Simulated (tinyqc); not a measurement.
Stretching all distances: RHF, UHF, MP2, CISD and CCSD against full CI in the sto-3g basis, for CH+, spin multiplicity 1. Computed by the program tinyqc with PySCF. 

Geometry (angstrom):
```
atom       x       y       z
C     0.0000  0.0000  0.0000
H     0.0000  0.0000  1.0340
```

All coordinates are multiplied by the scale. c0^2 is the weight of the RHF determinant in the lowest singlet FCI state (UHF is spin-contaminated and may lie near states of higher spin) and n(LUMO) the first natural occupation beyond the occupied space.

Full CI energy (hartree) and errors against it (kcal/mol):
```
scale   distance 1-2 (angstrom)      E(FCI)      RHF      UHF      MP2    CISD    CCSD  <S^2> UHF    c0^2  n(LUMO)
0.8500                   0.8789  -37.409352  33.9297  22.6642  16.3867  0.8314  0.1325     0.6172  0.9253   0.0706
1.0500                   1.0857  -37.507334  36.6289  28.9524  16.9593  1.0556  0.1266     0.5392  0.9293   0.0615
1.2500                   1.2925  -37.516102  41.4676  35.7180  18.8346  1.5271  0.1669     0.4909  0.9248   0.0557
1.4400                   1.4890  -37.494272  48.1404  43.0355  21.9137  2.2775  0.2405     0.4823  0.9098   0.0745
1.6400                   1.6958  -37.463236  57.2323  49.1406  26.4836  3.4626  0.3460     0.7233  0.8787   0.1355
1.8400                   1.9026  -37.434469  68.1142  44.5034  32.2204  5.0995  0.4581     0.9985  0.8277   0.2257
2.0400                   2.1094  -37.412232  80.2310  37.5998  38.7127  7.1409  0.5397     1.0341  0.7562   0.3435
```

UHF lies below RHF over the whole range. The weight c0^2 goes from 0.93 to 0.76 and n(LUMO) from 0.07 to 0.34: static correlation grows as the bonds break into open-shell fragments. The spread of the error along the curve, which distorts its shape, is CCSD 0.4, CISD 6.3, MP2 22.3, UHF 26.5, RHF 46.3 kcal/mol.
